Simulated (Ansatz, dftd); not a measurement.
Species: C$_{4}$H$_{5}$, charge 0, doublet. C4H5 (SMILES [C]1=CCC1, doublet).
B3LYP-D3(BJ)/def2-TZVP minimum from Ansatz (a first-principles code):
```
C
H 1 1.0917
H 1 1.0917 2 110.51
C 1 1.5310 2 114.80 3 -131.78
C 4 1.3243 1 90.43 2 -115.15
H 4 1.0784 5 136.65 1 180.00
C 5 1.5102 4 98.96 6 180.00
H 7 1.0894 5 115.96 4 114.41
H 7 1.0894 8 109.91 5 -133.96
```
Charge 0, spin multiplicity 2.

Property: atomisation energy (electronic, to ground-state atoms), in kcal/mol. Radicals and triplets start from unrestricted determinants; spin-orbit coupling is neglected. Correlated methods leave the cores frozen. No relativity. For partners of very few electrons the exact lower level stands in for a higher one. The UHF reference of C4H5 ([C]1=CCC1, doublet) is spin-contaminated (<S^2> up to 0.19 over the pure value in the sets run).

```json
[
 {"level": "HF/cc-pVTZ", "program": "Ansatz", "atomisation energy (kcal/mol)": "652.7"},
 {"level": "PBE-D4/def2-TZVPD", "program": "Ansatz + dftd4", "atomisation energy (kcal/mol)": "913.4"},
 {"level": "PBE0-D3(BJ)/def2-TZVPD", "program": "Ansatz + dftd3", "atomisation energy (kcal/mol)": "897.3"},
 {"level": "r2SCANh-D4/def2-TZVPD", "program": "Ansatz + dftd4", "atomisation energy (kcal/mol)": "884.3"},
 {"level": "CCSDT(Q)/cc-pVDZ", "program": "Ansatz", "atomisation energy (kcal/mol)": "817.0"}
]
```
